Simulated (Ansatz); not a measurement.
`CB[SiH3]`, relaxed with RKS PBE0-D4/def2-TZVP in Ansatz 0.2.0 from a PBE-D4/def2-SVP geometry. The force threshold is 0.005 eV/Å; the program also tests the step.

Total charge 0; spin multiplicity 1.

Start:

```xyz
10

C    -1.076   -0.946   -0.698
B    -0.007   -0.586    0.376
Si    1.043    1.148    0.422
H    -2.021   -0.627   -0.182
H    -1.206   -2.030   -0.889
H    -1.043   -0.379   -1.649
H     0.194   -1.373    1.291
H     1.003    1.802    1.783
H     0.616    2.172   -0.601
H     2.496    0.818    0.147
```

Task: How much energy does the relaxation release, and in how many steps? (An estimate is asked.)

Result: The calculation gave: 0.74 kcal/mol, in 5 steps.

Task: Which bonds change most? (Best estimate.)

Result: Computed: B2–H7 from 1.223 to 1.201 Å; Si3–H10 from 1.515 to 1.494 Å; Si3–H8 from 1.511 to 1.491 Å; Si3–H9 from 1.510 to 1.491 Å.

Task: Give the relaxed structure. (Estimate.)

Result: Ansatz gave: 
```xyz
10

C    -1.072   -0.936   -0.685
B    -0.007   -0.583    0.384
Si    1.042    1.141    0.421
H    -2.015   -0.613   -0.206
H    -1.196   -2.005   -0.875
H    -1.010   -0.387   -1.626
H     0.189   -1.361    1.278
H     1.004    1.780    1.767
H     0.593    2.147   -0.584
H     2.471    0.817    0.128
```
